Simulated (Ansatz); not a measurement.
# AlH2NSi: the cost of one run

The runs use Ansatz 0.2.0, Gaussian basis; single points in def2-TZVPP.

Correlated methods freeze the cores.

### 1 Starting geometry

SMILES `N#[Si][AlH2]`, 5 atoms, charge 0, spin multiplicity 1.

Atoms are counted from 1 here; the program's logs count them from 0.

Bond lengths: N1–Si2 1.607 Å, Si2–Al3 2.458 Å, Al3–H4 1.595 Å, Al3–H5 1.601 Å. Angles: N1–Si2–Al3 176.8°, Si2–Al3–H4 119.5°, Si2–Al3–H5 129.0°, H4–Al3–H5 111.3°.

Coordinates:

```xyz
5

N     0.39631   -1.96942    2.37961
Si    0.21475   -0.91824    1.17821
Al   -0.12696    0.59031   -0.73218
H    -1.23385    0.23670   -1.82535
H     0.67899    1.91593   -1.12664
```

### 2 PBE-D4/def2-TZVPP

Contents of run/in.yaml:

```yaml
crystal:
  periodic: [false, false, false]
  atoms:
    - {symbol: N, position_ang: [0.396306, -1.969420, 2.379614]}
    - {symbol: Si, position_ang: [0.214748, -0.918235, 1.178211]}
    - {symbol: Al, position_ang: [-0.126958, 0.590310, -0.732177]}
    - {symbol: H, position_ang: [-1.233853, 0.236696, -1.825352]}
    - {symbol: H, position_ang: [0.678994, 1.915927, -1.126637]}
basis:
  gaussian: {orbitals: def2-TZVPP}
hamiltonian: {xc: pbe, dispersion: d4}
output: {forces: true}
```

Command:

```
$ ansatz run in.yaml --threads 2 --pin off --events-out ev --progress --plain --max-ram 3481MiB
```

What time and memory should one allow on 2 threads of Intel Xeon at 2.50GHz, shared host?

About 3.8 s, with a peak of 0.15 GiB.
